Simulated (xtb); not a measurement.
xtb input (GFN1-xTB):

```bash
xtb mol.xyz --gfn 1 --sp --chrg 0 --uhf 0
```
mol.xyz:
```
6

C     -0.00121882    -0.00583875     0.66227812
C      0.00121882     0.00583875    -0.66227812
H      0.01665750     0.91035156     1.24013365
H     -0.02119201    -0.93207417     1.22382087
H      0.02119201     0.93207417    -1.22382087
H     -0.01665750    -0.91035156    -1.24013365
```

Output:

```
           -------------------------------------------------
          |                Calculation Setup                |
           -------------------------------------------------

           -------------------------------------------------
          |                 G F N 1 - x T B                 |
           -------------------------------------------------

        Reference                      10.1021/acs.jctc.7b00118
      * Hamiltonian:
        H0-scaling (s, p, d)           1.850000    2.250000    2.000000
        zeta-weighting                 0.000000
      * Dispersion:
        s8                             2.400000
        a1                             0.630000
        a2                             5.000000
        s9                             0.000000
      * Repulsion:
        kExp                           1.500000
        rExp                           1.000000
      * Coulomb:
        alpha                          2.000000
        third order                    atomic
        anisotropic                    false
      * Halogen bond correction:
        rad-scale                      1.300000
        damping                        0.440000

          ...................................................
          :                      SETUP                      :
          :.................................................:
          :  # basis functions                  16          :
          :  # atomic orbitals                  16          :
          :  # shells                           12          :
          :  # electrons                        12          :
          :  # halogen bonds                     0          :
          :  max. iterations                   250          :
          :  Hamiltonian                  GFN1-xTB          :
          :  restarted?                      false          :
          :  GBSA solvation                  false          :
          :  PC potential                    false          :
          :  electronic temp.          300.0000000     K    :
          :  accuracy                    1.0000000          :
          :  -> integral cutoff          0.2500000E+02      :
          :  -> integral neglect         0.1000000E-07      :
          :  -> SCF convergence          0.1000000E-05 Eh   :
          :  -> wf. convergence          0.2000000E-04 e    :
          :  Broyden damping             0.4000000          :
          :  net charge                          0          :
          :  unpaired electrons                  0          :
          ...................................................

 iter      E             dE          RMSdq      gap      omega  full diag
   1     -6.4510201 -0.645102E+01  0.809E+00    5.57       0.0  T
   2     -6.4586249 -0.760479E-02  0.484E+00    5.57       1.0  T
   3     -6.4592234 -0.598522E-03  0.527E-01    5.57       1.0  T
   4     -6.4596984 -0.474906E-03  0.625E-02    5.57       1.0  T
   5     -6.4597068 -0.843879E-05  0.408E-04    5.57     100.0  T
   6     -6.4597068 -0.349986E-09  0.670E-06    5.57    6088.8  T
   7     -6.4597068 -0.976996E-14  0.930E-07    5.57   43898.6  T

   *** convergence criteria satisfied after 7 iterations ***

         #    Occupation            Energy/Eh            Energy/eV
      -------------------------------------------------------------
         1        2.0000           -0.6425625             -17.4850
         2        2.0000           -0.5961662             -16.2225
         3        2.0000           -0.5592498             -15.2180
         4        2.0000           -0.5168620             -14.0645
         5        2.0000           -0.4815418             -13.1034
         6        2.0000           -0.4490980             -12.2206 (HOMO)
         7                         -0.2443689              -6.6496 (LUMO)
         8                         -0.1093775              -2.9763
         9                         -0.1078569              -2.9349
        10                         -0.0808008              -2.1987
        11                         -0.0441732              -1.2020
       ...                                ...                  ...
        16                          0.5587184              15.2035
      -------------------------------------------------------------
                  HL-Gap            0.2047292 Eh            5.5710 eV
             Fermi-level           -0.3467334 Eh           -9.4351 eV

 SCC (total)                   0 d,  0 h,  0 min,  0.002 sec
 SCC setup                      ...        0 min,  0.000 sec (  2.785%)
 Dispersion                     ...        0 min,  0.000 sec (  1.610%)
 classical contributions        ...        0 min,  0.000 sec (  0.654%)
 integral evaluation            ...        0 min,  0.001 sec ( 28.803%)
 iterations                     ...        0 min,  0.001 sec ( 26.425%)
 molecular gradient             ...        0 min,  0.001 sec ( 36.186%)
 printout                       ...        0 min,  0.000 sec (  3.302%)

         :::::::::::::::::::::::::::::::::::::::::::::::::::::
         ::                     SUMMARY                     ::
         :::::::::::::::::::::::::::::::::::::::::::::::::::::
         :: total energy              -6.341936649291 Eh    ::
         :: gradient norm              0.009879105192 Eh/a0 ::
         :: HOMO-LUMO gap              5.570963766596 eV    ::
         ::.................................................::
         :: SCC energy                -6.459706789814 Eh    ::
         :: -> electrostatic           0.000150967261 Eh    ::
         :: repulsion energy           0.118691166664 Eh    ::
         :: dispersion energy         -0.000921026140 Eh    ::
         :: halogen bond corr.         0.000000000000 Eh    ::
         :: add. restraining           0.000000000000 Eh    ::
         :: total charge               0.000000000000 e     ::
         :::::::::::::::::::::::::::::::::::::::::::::::::::::

           -------------------------------------------------
          |                Property Printout                |
           -------------------------------------------------

    * Orbital Energies and Occupations

         #    Occupation            Energy/Eh            Energy/eV
      -------------------------------------------------------------
         1        2.0000           -0.6425625             -17.4850
         2        2.0000           -0.5961662             -16.2225
         3        2.0000           -0.5592498             -15.2180
         4        2.0000           -0.5168620             -14.0645
         5        2.0000           -0.4815418             -13.1034
         6        2.0000           -0.4490980             -12.2206 (HOMO)
         7                         -0.2443689              -6.6496 (LUMO)
         8                         -0.1093775              -2.9763
         9                         -0.1078569              -2.9349
        10                         -0.0808008              -2.1987
        11                         -0.0441732              -1.2020
        12                          0.2157619               5.8712
        13                          0.2909145               7.9162
        14                          0.3436197               9.3504
        15                          0.5021370              13.6638
        16                          0.5587184              15.2035
      -------------------------------------------------------------
                  HL-Gap            0.2047292 Eh            5.5710 eV
             Fermi-level           -0.3467334 Eh           -9.4351 eV

  Mulliken/CM5 charges         n(s)   n(p)   n(d)
     1C    -0.05907 -0.16393   1.047  3.012  0.000
     2C    -0.05907 -0.16393   1.047  3.012  0.000
     3H     0.02953  0.08197   0.970  0.000  0.000
Note: The following floating-point exceptions are signalling: IEEE_DENORMAL
normal termination of xtb
     4H     0.02953  0.08197   0.970  0.000  0.000
     5H     0.02953  0.08197   0.970  0.000  0.000
     6H     0.02953  0.08197   0.970  0.000  0.000

Wiberg/Mayer (AO) data.
largest (>0.10) Wiberg bond orders for each atom

 ---------------------------------------------------------------------------
     #   Z sym  total        # sym  WBO       # sym  WBO       # sym  WBO
 ---------------------------------------------------------------------------
     1   6 C    3.998 --     2 C    2.037     4 H    0.980     3 H    0.980
     2   6 C    3.998 --     1 C    2.037     5 H    0.980     6 H    0.980
     3   1 H    1.006 --     1 C    0.980
     4   1 H    1.006 --     1 C    0.980
     5   1 H    1.006 --     2 C    0.980
     6   1 H    1.006 --     2 C    0.980
 ---------------------------------------------------------------------------

Topologies differ in total number of bonds
Writing topology from bond orders to xtbtopo.mol

 dipole moment from electron density (au)
     X       Y       Z
   0.0000  -0.0000   0.0000  total (Debye):    0.000

           -------------------------------------------------
          | TOTAL ENERGY               -6.341936649291 Eh   |
          | GRADIENT NORM               0.009879105192 Eh/α |
          | HOMO-LUMO GAP               5.570963766596 eV   |
           -------------------------------------------------

------------------------------------------------------------------------
------------------------------------------------------------------------
 total:
 SCF:
```
